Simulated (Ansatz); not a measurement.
Basis-set extrapolation for `CC1CCCC1` (PBE0-D4/def2-TZVP geometry, frozen core, the Gaussian-basis code of Ansatz). Multiplicity 1, RHF reference.

|  | def2-TZVPP | def2-QZVPP |
| --- | --- | --- |
| HF | -234.284032 | -234.294798 |
| MP2 correlation | -1.042058 | -1.105945 |
| CCSD(T) correlation | -1.147469 | not run |

Energies in hartree. Use E(X) = E(∞) + A·exp(−7.88·√X) for Hartree–Fock and E(X) = E(∞) + B·X^(−2.97) for correlation, with X = 3 and 4, and add CCSD(T) minus MP2 of the smaller set to the MP2 limit.

Task: What is the CCSD(T) energy at the basis-set limit?

Result: HF limit: -234.294798 + (-0.010766) × 0.13774 = -234.29628. MP2 limit: -1.105945 + (-0.063887) × 0.74074 = -1.15327. Higher-order term: -1.147469 − (-1.042058) = -0.10541. Total: -235.55496 hartree, 3.36 eV below CCSD(T)/def2-TZVPP.
